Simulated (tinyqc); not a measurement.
Inside a calculation. Method: Hueckel theory of the pi electrons, for the molecule c1ccoc1 (SMILES; centres numbered as the heavy atoms are written). One step of it, computed by the program tinyqc.

Task: Orbitals. Diagonalise; E = alpha + x beta with beta < 0, so the largest x are filled first; degenerate levels share their electrons. P = sum n_i c_ri c_si; each orbital has its largest coefficient positive (the first on a tie).

Hueckel matrix in units of beta (H = alpha + beta A), lower triangle:
```
          1C        2C        3C        4O        5C
1C  0.000000
2C  1.000000  0.000000
3C  0.000000  1.000000  0.000000
4O  0.000000  0.000000  0.800000  2.000000
5C  1.000000  0.000000  0.000000  0.800000  0.000000
```

pi electrons, sum of z_r less the charge = 6

Give: x values; occupations; coefficients; charge and bond-order matrix P.

Result:

x values: 2.633  1.314  0.618  -0.948  -1.618

occupations: 2.000  2.000  2.000  0.000  0.000

coefficients:
```
      MO1     MO2     MO3     MO4     MO5
1C  0.203   0.605  -0.372  -0.306   0.602
2C  0.203   0.605   0.372  -0.306  -0.602
3C  0.331   0.190   0.602   0.595   0.372
4O  0.836  -0.443   0.000  -0.323   0.000
5C  0.331   0.190  -0.602   0.595  -0.372
```

charge and bond-order matrix P, lower triangle:
```
        1C      2C      3C     4O     5C
1C   1.090
2C   0.537   1.090
3C  -0.083   0.811   1.015
4O  -0.198  -0.198   0.385  1.791
5C   0.811  -0.083  -0.432  0.385  1.015
```
